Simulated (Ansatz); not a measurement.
Reaction: H4BPO (SMILES OBP) → BPH3 (SMILES [BH]P, doublet) + HO (SMILES [OH], doublet) (the B-O bond breaks)
Each species at its own B3LYP-D3(BJ)/def2-TZVP minimum (Ansatz, a first-principles code), one conformer.

Property: bond dissociation energy (electronic), in kcal/mol. UHF or UKS for unpaired electrons; spin-orbit terms are left out. CBS(X,Y): correlation extrapolated as X^-3, Hartree-Fock from the larger set. A bracket is a step between two methods taken in the basis named. The functionals are non-relativistic, so their misses hold any scalar relativity. '+ core + X2C': CCSD(T) terms for core correlation (cc-pwCVTZ, 1s frozen past Ne) and scalar relativity (cc-pVTZ-DK).

CCSD(T)/CBS(cc-pV(T+d)Z,cc-pV(Q+d)Z) + [CCSDT(Q) - CCSD(T)]/cc-pV(D+d)Z + core + X2C (Ansatz) gives 150.0 kcal/mol.

**Question.** What does PBE/def2-TZVPD (Ansatz) give here, and how do the other levels compare?

**Answer.** PBE gives 146.9 kcal/mol, 3.1 kcal/mol below it. Differences of the others: r2SCAN/def2-TZVPD (Ansatz) -8.0; B3LYP/def2-TZVPD (Ansatz) -6.7; PBE0/def2-TZVPD (Ansatz) -5.7; wB97M-V/def2-TZVPD (Ansatz) -0.1; CCSD(T)/CBS(cc-pV(T+d)Z,cc-pV(Q+d)Z) + core + X2C (Ansatz) 0.0 kcal/mol. Nearer than PBE: wB97M-V/def2-TZVPD, CCSD(T)/CBS(cc-pV(T+d)Z,cc-pV(Q+d)Z) + core + X2C.
